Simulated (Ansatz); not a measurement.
A nudged elastic band was laid between two geometries of BFH₂ (4 atoms, charge 0, multiplicity 1).

These are results of RKS PBE0-D4/def2-SVP (Ansatz 0.2.0), not measurements.

```yaml
movable_images: 5
climbing_image: yes
spring: 0.5 eV/Å²
optimiser: quadratic models (default)
start_path: through a guess of the saddle point
force_threshold: 0.05 eV/Å
iteration_limit: 60
end_points: relaxed
```

First end point:

```xyz
4
Properties=species:S:1:pos:R:3
B 0.316 0.000 0.182
H 0.269 0.000 1.391
H 1.339 0.000 -0.462
F -0.824 0.000 -0.476
```

Last end point:

```xyz
4
Properties=species:S:1:pos:R:3
B -0.602 0.000 -1.389
H 1.290 0.000 1.494
H 1.785 0.000 0.917
F -1.373 0.000 -0.388
```

Question: What changes between the two ends?

Answer: Bonds broken: B1–H2, B1–H3. Bonds formed: H2–H3. BFH2 becomes BF + H2.

Question: What energy profile does the band end with?

Answer: It converged. The highest image is number 2 of 0 to 6, 97.0 kcal/mol above the first end and 35.9 kcal/mol above the last; the last end lies 61.1 kcal/mol above the first. Neighbouring images differ by up to 2.7 eV, so the band resolves the path poorly. Another band between the same ends (5 images) ends at a top of the same energy, where a vibrational analysis finds 1 clearly imaginary mode. The orbitals stay closed-shell, which can raise the energy where a bond breaks towards radicals; this wasn't checked here.

| image | path coordinate (Å) | energy (kcal/mol) | B1–H2 (Å) | B1–H3 (Å) | H2–H3 (Å) |
| --- | --- | --- | --- | --- | --- |
| 0 | 0.00 | 0.0 | 1.21 | 1.21 | 2.14 |
| 1 | 0.56 | 34.3 | 1.25 | 1.16 | 1.58 |
| 2 | 1.12 | 97.0 | 1.63 | 1.23 | 1.12 |
| 3 | 1.58 | 73.9 | 2.04 | 1.64 | 0.81 |
| 4 | 2.04 | 63.9 | 2.59 | 2.17 | 0.76 |
| 5 | 2.50 | 61.5 | 3.09 | 2.70 | 0.76 |
| 6 | 2.96 | 61.1 | 3.45 | 3.32 | 0.76 |

Question: What is the geometry of the highest image?

Answer: 
```xyz
4
Properties=species:S:1:pos:R:3
B 0.236 -0.001 -0.418
H 0.639 0.001 1.158
H 1.279 0.000 0.238
F -1.054 0.000 -0.344
```

The run took 18 s on 1 thread of Intel(R) Xeon(R) 6975P-C (Granite Rapids) (shared host), peak memory 0.1 GiB.
